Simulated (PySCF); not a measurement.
Planning an excited-state job on nitrosyl fluoride (`O=NF`).

Method: TDDFT PBE0/aug-cc-pVTZ, vertical, gas phase, core orbitals frozen in the response (PySCF 2.14.0, density-fitted response routines). Geometry: PBE0-D3(BJ)/def2-SVP. Work: 10 singlets by full TDDFT, 4 Tamm–Dancoff triplets, polarisability, density fitting. The command runs a driver script over a list of jobs; the input below is this job's line of settings and its coordinates in Å.

Command:
```bash
OMP_NUM_THREADS=1 python probes_run.py task.json out
```

Input:
```
{"job": {"kind": "uv", "xc": "PBE0", "basis": "aug-cc-pVTZ"}, "charge": 0, "multiplicity": 1}
O     -0.397837     0.898890    -0.288985
N      0.454740     0.175679    -0.085348
F     -0.055311    -1.108456     0.355604
```

Hardware: an Intel Xeon Platinum 8559C with one thread (shared host). PySCF's memory limit was set to 2400 MB.

**Question.** How large is the basis?

**Answer.** 138 functions for 24 electrons, with 255 fitting functions; the fitted three-index integrals, 255 × 138 × 139/2 numbers of 8 bytes, come to 19 MiB.

**Question.** How long does the run take?

**Answer.** About 3.1 s. The SCF took 13 cycles.

**Question.** Estimate the peak memory.

**Answer.** About 0.42 GiB. Peak memory is the resident size of the whole Python process, interpreter and libraries included.

The SCF part of the output:
```
coarse grid: 3240 points
cycle   1  E = -229.4356642179  dE =  5.071e-01  |g| = 8.937e-01  |ddm| = 3.042e+00
cycle   2  E = -228.9532774423  dE =  4.824e-01  |g| = 1.974e+00  |ddm| = 2.537e+00
cycle   3  E = -229.5750046492  dE = -6.217e-01  |g| = 1.024e-01  |ddm| = 1.756e+00
cycle   4  E = -229.5731165659  dE =  1.888e-03  |g| = 1.495e-01  |ddm| = 2.173e-01
cycle   5  E = -229.5768243218  dE = -3.708e-03  |g| = 1.332e-02  |ddm| = 1.355e-01
cycle   6  E = -229.5768508710  dE = -2.655e-05  |g| = 2.447e-03  |ddm| = 1.201e-02
cycle   7  E = -229.5768523351  dE = -1.464e-06  |g| = 6.536e-04  |ddm| = 4.385e-03
final grid: 33808 points
cycle   8  E = -229.5730131967  dE =  2.362e-06  |g| = 1.139e-02  |ddm| = 3.198e-02
cycle   9  E = -229.5729130066  dE =  1.002e-04  |g| = 2.684e-02  |ddm| = 3.341e-02
cycle  10  E = -229.5730334514  dE = -1.204e-04  |g| = 1.944e-03  |ddm| = 2.422e-02
cycle  11  E = -229.5730340312  dE = -5.798e-07  |g| = 3.033e-04  |ddm| = 1.814e-03
cycle  12  E = -229.5730340476  dE = -1.636e-08  |g| = 6.141e-05  |ddm| = 3.569e-04
cycle  13  E = -229.5730340483  dE = -7.502e-10  |g| = 1.558e-05  |ddm| = 9.191e-05
converged SCF energy = -229.5730340483
```

On the final grid dE counts from the start density on that grid.

Times come from a shared host and carry two figures at best.
